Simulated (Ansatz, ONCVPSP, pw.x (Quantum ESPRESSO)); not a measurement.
Equation-of-state test of one ONCV potential (Tc (Z = 43))

ONCVPSP 4.0.1.1 (patched build) input, shortened (lines: element, Z, core and valence counts, functional; n l f; lmax; l rc ep ncon nbas qcut; lloc lpopt rc5 dvloc0; l nproj debl; icmod fcfact rcfact), PBEsol, scalar-relativistic:

```
  Tc 43.00    6    4  -116133      upf
    1    0    2.00
    2    0    2.00
    2    1    6.00
    3    0    2.00
    3    1    6.00
    3    2   10.00
    4    0    2.00
    4    1    6.00
    4    2    5.00
    5    0    2.00
    2
    0    1.90    0.00    4    7    5.90
    1    1.95    0.00    3    6    5.40
    2    2.45    0.00    4    8    5.70
    4    5    1.65    2.00
    0    2    3.80
    1    2    2.90
    2    3    0.40
    0    0.00    0.00
```

Crystal test: bcc Tc in pw.x 7.5, no spin, 15³ k-points, Fermi–Dirac smearing 0.01 Ry, cutoffs 40/160 Ry. The reference is all-electron LAPW (Ansatz 0.2.0) with the same functional, mesh and smearing; V0 and B0 come from Birch–Murnaghan fits to the pressures at five volumes. Errors are pseudo minus all-electron; Δ is the rms difference of the E(V) curves that follow from these fits, minima aligned, over ±6 % about the mean V0. Mesh and smearing are coarse, so the numbers serve the comparison and aren't converged zero-temperature values; the lattice is a test structure that the element need not adopt.

All-electron: a0 = 3.051 Å (V0 = 14.20 Å³/atom), B0 = 316.6 GPa.

Task: How far does the potential miss the all-electron equation of state?

Result: mean pressure error (GPa): +1.58; a0 (Å): 3.056; a0 error (%): +0.16; B0 error (%): -0.4; Δ (meV/atom): 4.8.

```tsv
V (Å³/atom)	P all-electron (GPa)	P pseudo (GPa)
13.494	18.26	20.14
13.849	8.52	10.23
14.204	0.02	1.59
14.559	-7.38	-5.95
14.914	-13.82	-12.53
```

Task: At the middle volume, how do free energy and pressure move when the wave cutoff is lowered (ecutrho kept at four times it)?

Result:

```csv
cutoff (Ry),shift of F (meV/atom),shift of P (GPa)
18,+7413.6,-357.84
24,+627.7,-54.42
32,+7.8,-0.67
```

The run at the middle volume (120 k-points, 7 iterations) took about 11 s on one core of a shared host (Neoverse-V1, 32 threads, 247 GiB, load 12).
